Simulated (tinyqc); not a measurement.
G0W0 on RHF in the sto-3g basis, for OH-, spin multiplicity 1, step by step. The basis has no diffuse functions, so it cannot describe the extra electron: this is an exercise in the method, not the real anion. One step of it, computed by the program tinyqc.

Problem. Orthogonalisation. S = U s U^T; symmetric (Loewdin) form X = U s^(-1/2) U^T, so that X^T S X = 1.

overlap S, order 1O 1s, 1O 2s, 1O 2px, 1O 2py, 1O 2pz, 2H 1s:
$$\begin{pmatrix}
1.000000 & 0.236704 & 0.000000 & 0.000000 & 0.000000 & 0.020247 \\
0.236704 & 1.000000 & 0.000000 & 0.000000 & 0.000000 & 0.247142 \\
0.000000 & 0.000000 & 1.000000 & 0.000000 & 0.000000 & 0.000000 \\
0.000000 & 0.000000 & 0.000000 & 1.000000 & 0.000000 & 0.000000 \\
0.000000 & 0.000000 & 0.000000 & 0.000000 & 1.000000 & 0.237962 \\
0.020247 & 0.247142 & 0.000000 & 0.000000 & 0.237962 & 1.000000
\end{pmatrix}$$

Give: eigenvalues of S; X.

Solution.

eigenvalues of S: [0.6176, 0.8468, 1.0000, 1.0000, 1.1353, 1.4003]

X, order 1O 1s, 1O 2s, 1O 2px, 1O 2py, 1O 2pz, 2H 1s:
$$\begin{pmatrix}
1.0223 & -0.1259 & 0.0000 & 0.0000 & -0.0030 & 0.0137 \\
-0.1259 & 1.0484 & 0.0000 & 0.0000 & 0.0248 & -0.1366 \\
0.0000 & 0.0000 & 1.0000 & 0.0000 & 0.0000 & 0.0000 \\
0.0000 & 0.0000 & 0.0000 & 1.0000 & 0.0000 & 0.0000 \\
-0.0030 & 0.0248 & 0.0000 & 0.0000 & 1.0233 & -0.1287 \\
0.0137 & -0.1366 & 0.0000 & 0.0000 & -0.1287 & 1.0488
\end{pmatrix}$$
